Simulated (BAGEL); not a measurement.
# HF/STO-3G (density fitting with qzvpp-jkfit) run of C2H5F (SMILES CCF)

What is the vertical electron affinity of C2H5F at HF/STO-3G (density fitting with qzvpp-jkfit)? 

The results are computed with BAGEL 1.2.2.

**1. Starting point**

C2H5F has 8 atoms, charge 0, and is taken as a singlet. As SMILES, `CCF`. Geometry: relaxed at PBE0-D4/def2-TZVP.

Bond lengths: C1–C2 1.504 Å, C2–F3 1.386 Å, C1–H4 1.093 Å, C1–H5 1.092 Å, C1–H6 1.091 Å, C2–H7 1.094 Å, C2–H8 1.094 Å. Some angles: C1–C2–F3 110.1°, C1–C2–H7 111.6°, C1–C2–H8 111.6°, F3–C2–H7 107.4°, F3–C2–H8 107.4°, C2–C1–H4 109.9°, C2–C1–H5 110.8°, C2–C1–H6 110.8°, H7–C2–H8 108.6°, H4–C1–H5 108.4°.

**2. The energy at HF/STO-3G (density fitting with qzvpp-jkfit)**

job.json reads:

```json
{ "bagel": [

{
  "title": "molecule",
  "basis": "sto-3g",
  "df_basis": "qzvpp-jkfit",
  "angstrom": true,
  "geometry": [
    { "atom": "C", "xyz": [      -0.431700,       0.566900,      -0.264600 ] },
    { "atom": "C", "xyz": [       0.378400,      -0.599100,       0.230500 ] },
    { "atom": "F", "xyz": [       1.663300,      -0.186400,       0.546500 ] },
    { "atom": "H", "xyz": [      -1.443900,       0.237400,      -0.512600 ] },
    { "atom": "H", "xyz": [       0.018600,       0.998500,      -1.160400 ] },
    { "atom": "H", "xyz": [      -0.500300,       1.343000,       0.499800 ] },
    { "atom": "H", "xyz": [       0.464000,      -1.381500,      -0.529800 ] },
    { "atom": "H", "xyz": [      -0.056300,      -1.036000,       1.134800 ] }
  ]
},

{
  "title": "hf"
},

{
  "title": "print",
  "file": "orbitals.molden",
  "orbitals": true
}

]}
```

On the command line:

```bash
$ BAGEL_NUM_THREADS=1 BAGEL job.json > job.out
```

Standard output:

```text
* using 1 threads per process

  ===============================================================
  ===============================================================

  *** Geometry ***

  { "atom" : "C", "xyz" : [     -0.815795,      1.071286,     -0.500022 ] },
  { "atom" : "C", "xyz" : [      0.715072,     -1.132135,      0.435582 ] },
  { "atom" : "F", "xyz" : [      3.143181,     -0.352245,      1.032735 ] },
  { "atom" : "H", "xyz" : [     -2.728576,      0.448621,     -0.968674 ] },
  { "atom" : "H", "xyz" : [      0.035149,      1.886892,     -2.192838 ] },
  { "atom" : "H", "xyz" : [     -0.945430,      2.537902,      0.944485 ] },
  { "atom" : "H", "xyz" : [      0.876833,     -2.610657,     -1.001177 ] },
  { "atom" : "H", "xyz" : [     -0.106392,     -1.957756,      2.144461 ] },

  Number of auxiliary basis functions:      317

  Since a DF basis is specified, we compute 2- and 3-index integrals:
    o Being stored without compression. Storage requirement is 0.001 GB

  Number of basis functions:       20
  Number of electrons      :       26

    * METHOD: MOLECULE                             0.07

  *** RHF ***

  === Nuclear Repulsion ===
    79.4159691191

      * DIIS with orbital gradients will be used.

  === RHF iteration (sto-3g) ===
      0       -175.68478147          0.02166977           0.00
      1       -175.74798904          0.00497362           0.00
      2       -175.75147174          0.00123663           0.00
      3       -175.75181258          0.00013404           0.00
      4       -175.75181728          0.00002328           0.00
      5       -175.75181738          0.00000248           0.00
      6       -175.75181739          0.00000056           0.00
      7       -175.75181739          0.00000020           0.00
      8       -175.75181739          0.00000006           0.00
      9       -175.75181739          0.00000001           0.00
     10       -175.75181739          0.00000000           0.00
    * SCF iteration converged.

    * Permanent dipole moment:
           (    0.459765,     0.093865,     0.124240) a.u.

    * METHOD: HF                                   0.08

    * METHOD: PRINT                                0.00

  ===============================================================
```

Run time: 0.28 s. Hardware: 1 thread of Arm Neoverse V1, shared host.

**3. The doublet anion**

hf.json reads:

```json
{ "bagel": [

{
  "title": "molecule",
  "basis": "sto-3g",
  "df_basis": "qzvpp-jkfit",
  "angstrom": true,
  "geometry": [
    { "atom": "C", "xyz": [      -0.431700,       0.566900,      -0.264600 ] },
    { "atom": "C", "xyz": [       0.378400,      -0.599100,       0.230500 ] },
    { "atom": "F", "xyz": [       1.663300,      -0.186400,       0.546500 ] },
    { "atom": "H", "xyz": [      -1.443900,       0.237400,      -0.512600 ] },
    { "atom": "H", "xyz": [       0.018600,       0.998500,      -1.160400 ] },
    { "atom": "H", "xyz": [      -0.500300,       1.343000,       0.499800 ] },
    { "atom": "H", "xyz": [       0.464000,      -1.381500,      -0.529800 ] },
    { "atom": "H", "xyz": [      -0.056300,      -1.036000,       1.134800 ] }
  ]
},

{ "title": "uhf", "charge": -1, "nopen": 1 },

{ "title": "print", "file": "orbitals.molden", "orbitals": true }

]}
```

On the command line:

```bash
$ BAGEL_NUM_THREADS=1 BAGEL hf.json > hf.out
```

Standard output:

```text
* using 1 threads per process

  ===============================================================
  ===============================================================

  *** Geometry ***

  { "atom" : "C", "xyz" : [     -0.815795,      1.071286,     -0.500022 ] },
  { "atom" : "C", "xyz" : [      0.715072,     -1.132135,      0.435582 ] },
  { "atom" : "F", "xyz" : [      3.143181,     -0.352245,      1.032735 ] },
  { "atom" : "H", "xyz" : [     -2.728576,      0.448621,     -0.968674 ] },
  { "atom" : "H", "xyz" : [      0.035149,      1.886892,     -2.192838 ] },
  { "atom" : "H", "xyz" : [     -0.945430,      2.537902,      0.944485 ] },
  { "atom" : "H", "xyz" : [      0.876833,     -2.610657,     -1.001177 ] },
  { "atom" : "H", "xyz" : [     -0.106392,     -1.957756,      2.144461 ] },

  Number of auxiliary basis functions:      317

  Since a DF basis is specified, we compute 2- and 3-index integrals:
    o Being stored without compression. Storage requirement is 0.001 GB

  Number of basis functions:       20
  Number of electrons      :       26

    * METHOD: MOLECULE                             0.07

  *** Open-shell HF ***

  === Nuclear Repulsion ===
    79.4159691191

      * DIIS with orbital gradients will be used.

  === UHF iteration (sto-3g) ===
      0       -175.15932163          0.03079561           0.01
      1       -175.21983326          0.00687159           0.01
      2       -175.22576450          0.00343717           0.01
      3       -175.22778002          0.00140476           0.01
      4       -175.22841236          0.00054720           0.01
      5       -175.22851939          0.00017413           0.01
      6       -175.22853973          0.00004835           0.01
      7       -175.22854196          0.00002595           0.01
      8       -175.22854279          0.00001448           0.01
      9       -175.22854308          0.00000367           0.01
     10       -175.22854310          0.00000120           0.01
     11       -175.22854310          0.00000077           0.01
     12       -175.22854310          0.00000041           0.01
     13       -175.22854310          0.00000022           0.01
     14       -175.22854310          0.00000009           0.01
     15       -175.22854310          0.00000005           0.01
     16       -175.22854310          0.00000003           0.01
     17       -175.22854310          0.00000001           0.01
     18       -175.22854310          0.00000001           0.01
    * SCF iteration converged.

    * S^2 (UHF) is 0.7630

    * Permanent dipole moment:
           (    0.255070,    -0.371036,     0.156728) a.u.

    * METHOD: UHF                                  0.17

    * METHOD: PRINT                                0.00

  ===============================================================
```

It took 0.36 s on 1 thread of Arm Neoverse V1, shared host.

**4. What came out**

At HF/STO-3G (density fitting with qzvpp-jkfit):

| quantity | value |
| --- | --- |
| singlet C2H5F: total energy | -175.75182 Eh |
| singlet C2H5F: dipole moment | 1.23 D |
| singlet C2H5F: HOMO energy | -10.96 eV |
| singlet C2H5F: LUMO energy | 15.32 eV |
| singlet C2H5F: HOMO–LUMO gap | 26.28 eV |
| doublet anion: total energy | -175.22854 Eh |
| doublet anion: ⟨S²⟩ | 0.763 |
| vertical electron affinity (to the doublet anion) | -14.239 eV |

**Reading.** The anion lies 14.24 eV (1374 kJ/mol) above the neutral: the electron isn't bound at this level, and such a value depends on the basis. Without diffuse functions anions come out too high. Hartree–Fock misses the correlation that binds many anions. In a minimal basis such a difference can be off by several eV, whatever the method.
